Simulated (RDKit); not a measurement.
Input file for RDKit: UFF on CH4O (SMILES CO).

```python
from rdkit import Chem
from rdkit.Chem import AllChem, rdDetermineBonds

blocks = [
'''6

O     1.42020109    0.22120318   -0.39631205
H     1.88899009    0.83558818   -0.96597805
C     1.92903509    0.37822218    0.92540595
H     1.37546609   -0.30997382    1.55553595
H     2.98803109    0.12778318    0.98212895
H     1.77659509    1.38891618    1.30329795
''',
]
mol = None
for b in blocks:
    f = Chem.MolFromXYZBlock(b)
    rdDetermineBonds.DetermineBonds(f, charge=0)
    mol = f if mol is None else Chem.CombineMols(mol, f)
Chem.SanitizeMol(mol)
print(Chem.MolToSmiles(Chem.RemoveHs(mol)))
ff = AllChem.UFFGetMoleculeForceField(mol, vdwThresh=100.0, ignoreInterfragInteractions=False)
e = ff.CalcEnergy()
print(f'UFF energy {e:.6f} kcal/mol')
```

Program output:

```
CO
UFF energy 2.689806 kcal/mol
```

The run finished.

Cost: roughly 0.020 core-seconds.
